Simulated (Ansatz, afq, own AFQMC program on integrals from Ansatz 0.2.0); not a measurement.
C, quintet in cc-pVTZ, levels against full CI

A free C atom.

Basis cc-pVTZ. Noble-gas cores (and the filled d shells of Ga–Kr and In–Xe) are frozen. Ansatz 0.2.0 and our own AFQMC program on the same integrals; the CISD trial comes from CCSD amplitudes, and released means the phaseless constraint is let go. ± is one standard error of the sampling.

Determinant: UHF, the one that the program's search chose, which needn't be the lowest solution.

Full CI on the same integrals is exact in this basis and with this determinant's frozen core.

Cautions: another spin lies lower (by 4.10 eV).

The T1 diagnostic is 0.0032 and the weight of the determinant in the CISD state is 0.986. The ⟨S²⟩ of the determinant is 6.000 and the size of the correlated space is 4 electrons in 29 orbitals.

```
  level  correlation energy (eV)
    MP2                  -0.7310
   CCSD                  -0.9146
CCSD(T)                  -0.9233
```

(1) Estimate where phaseless AFQMC with a CISD trial lies against CCSD(T) on the same integrals.

(1) 0.3 ± 0.07 kJ/mol below CCSD(T).

Reference: full CI, correlation energy -0.926 eV. The released energy is read at 1.50 1/Eh (meV from the phaseless value at times in 1/Eh: 1.4 ± 0.6 at 0.24, 1.3 ± 0.6 at 0.50, 0.3 ± 0.4 at 1.00, 0.6 ± 0.6 at 1.50).

| level | E − E(reference) (kJ/mol) | share of correlation (%) |
| --- | --- | --- |
| CCSD(T) | 0.2 | 99.75 |
| CCSDT | 0.0 | 100.00 |
| CCSDT(Q) | 0.0 | 100.00 |
| ph-AFQMC/CISD | -0.1 ± 0.07 | 100.07 |
| released AFQMC | 0.0 ± 0.05 | 100.01 |

CCSDT and higher add their correlation energy to the determinant of the CCSD(T) run, since their own runs factorise the integrals more tightly (a shift of under 2 meV). A walk keeps the symmetry of its determinant, which the program's search chose and which needn't be the lowest solution, so a lower state of the same spin and another symmetry isn't excluded. Released energies are given only where the last usable release times agree within the noise; a slower fall can still hide under it.
